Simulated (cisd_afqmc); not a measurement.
Input (AFQMC/CISD/cc-pV(T+d)Z; cisd_afqmc is a phaseless AFQMC code with CISD trial states that reads the integrals written by Ansatz): A basis named .json is the Basis Set Exchange file of that set.

Ansatz 0.2 input:
```python
import cisd_afqmc

open("ham.yaml", "w").write("""\
crystal:
  periodic: [false, false, false]
  atoms:
    - {symbol: P, position_ang: [0.00032744, 0.00049281, 0.06308582]}
    - {symbol: H, position_ang: [-0.03026407, 1.34802484, -0.32583010]}
    - {symbol: H, position_ang: [1.18225281, -0.65296472, -0.31649250]}
    - {symbol: H, position_ang: [-1.15690038, -0.70245221, -0.30396469]}
basis:
  gaussian:
    orbitals: cc-pV_T+d_Z.json
total_charge: 1
magnetization: {spin_polarized: true, initial_magnetization: 1}
correlation: {method: ccsd, electrons: outside_noble_gas, hamiltonian_folder: ham}
""")
rep = cisd_afqmc.ansatz("ham.yaml")
e_ccsd = rep["correlation"]["coupled_cluster"]["energy"]["hartree"]
out = cisd_afqmc.run("ham", e_ccsd, trial="CISD", walkers=100, populations=8, threads=8, dt=0.005, steps=40, early=24, settle=10, least=32,
    cut=5e-5, rank_cut=2e-4, target=0.0004, seconds=1500, seed=1, memory=17280, gpu=False)
```

Output:

```
orbitals 76, occupied [4, 3], factors 342 of 455, rank of the doubles 202 of 507
E(HF) = -342.175795
E(CCSD) on the cut factors = -342.332559, shift to the whole factors -0.000014
Energy of the trial state on the determinant = -342.332450
  tau behind 7.2 of longer steps, mean of the populations' last blocks
   2.0  -342.33765
   4.0  -342.33777
   6.0  -342.33772
   8.0  -342.33771
blocks 258 (0 outliers left out), error by blocks joined: 1: 0.00007, 2: 0.00009, 4: 0.00011, 8: 0.00013, 16: 0.00015
E(AFQMC/CISD) = -342.33775 +/- 0.00015
```
